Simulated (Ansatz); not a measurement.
`OC/C=C(/S)Cl` and `C=C(S)Cl` differ in one atom or group.

Ansatz, PBE0-D4/def2-TZVP geometries, multiplicity 1. Each molecule was computed in one conformer, which needn't be the lowest.

| property | `OC/C=C(/S)Cl` |
| --- | --- |
| size of the dipole moment (B3LYP/def2-TZVPP) / D | 1.52 |
| LUMO energy (PBE0/def2-TZVPP) / eV | -0.61 |
| HOMO–LUMO gap (PBE0/def2-TZVPP) / eV | 6.33 |
| HOMO–LUMO gap (ωB97M-V/def2-TZVPP) / eV | 10.52 |
| HOMO–LUMO gap (B3LYP/def2-TZVPP) / eV | 5.90 |
| size of the dipole moment (PBE/def2-TZVPP) / D | 1.43 |

Problem. Give the same properties after the change, and the shifts. (An estimate is asked.)

Solution. Computed: 
| property | `C=C(S)Cl` | shift |
| --- | --- | --- |
| size of the dipole moment (B3LYP/def2-TZVPP) / D | 0.66 | -0.86 |
| LUMO energy (PBE0/def2-TZVPP) / eV | -0.59 | 0.02 |
| HOMO–LUMO gap (PBE0/def2-TZVPP) / eV | 6.42 | 0.09 |
| HOMO–LUMO gap (ωB97M-V/def2-TZVPP) / eV | 10.67 | 0.15 |
| HOMO–LUMO gap (B3LYP/def2-TZVPP) / eV | 5.97 | 0.07 |
| size of the dipole moment (PBE/def2-TZVPP) / D | 0.60 | -0.83 |

Dipoles are sizes alone; their direction can turn.

B3LYP here is the variant with VWN-RPA as its local correlation; programs differ in this.
